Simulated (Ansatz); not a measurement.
Input file:

```yaml
crystal:
  periodic: [false, false, false]
  atoms:
    - {symbol: P, position_ang: [0.000000, 0.000000, 0.000000]}
    - {symbol: H, position_ang: [0.000000, 0.000000, 1.937000]}
basis:
  gaussian: {orbitals: aug-cc-pVDZ}
magnetization: {spin_polarized: false, initial_magnetization: 2}
correlation: {method: sc_nevpt2, electrons: outside_noble_gas, active_space: {window: {electrons: 6, orbitals: 5}, shells: [{species: H, l: s, shell: 1}, {species: P, l: s, shell: 3}, {species: P, l: p, shell: 3}]}}
```

```sh
$ ansatz run in.yaml --threads 1 --pin off --events-out ev --progress --plain --max-ram 2393MiB
```

Output:

```
598 factors; integrals over basis functions are off by at most 1.5e-7 eV
mean field evaluation 1: about -9284.9446 eV, gradient 5.3e0 eV
mean field evaluation 2: about -9284.9445 eV, gradient 5.3e0 eV
mean field evaluation 4: about -9285.3058 eV, gradient 6.4e-1 eV
mean field evaluation 8: about -9285.3100 eV, gradient 9.3e-5 eV
mean field -9285.31004496 eV, -341.2288503432 hartree, gradient 2.5e-6 eV, S^2 2.000000; 0 other end points of the search recorded, 0 dependent functions left out
reference -9285.31004496 eV, -341.2288503432 hartree; 9, 7 occupied and 27, 29 virtual orbitals, 598 factors
state -9286.29167465 eV, -341.2649245690 hartree
state -9286.29167465 eV, -341.2649245690 hartree; corrected -9288.29249236 eV, -341.3384532633 hartree
Total energy: -9288.29249236 eV, -341.3384532633 hartree
Checks for a lower state left out: starts, orbital_swaps
```

Natural occupations: 1.9969 1.8853 1.0000 1.0000 0.1178.

For the same geometry and basis full CI lies 623.9 meV lower.

Ran on 1 thread of Intel Xeon, shared host: 1.4 s wall, 0.16 GiB peak host memory.
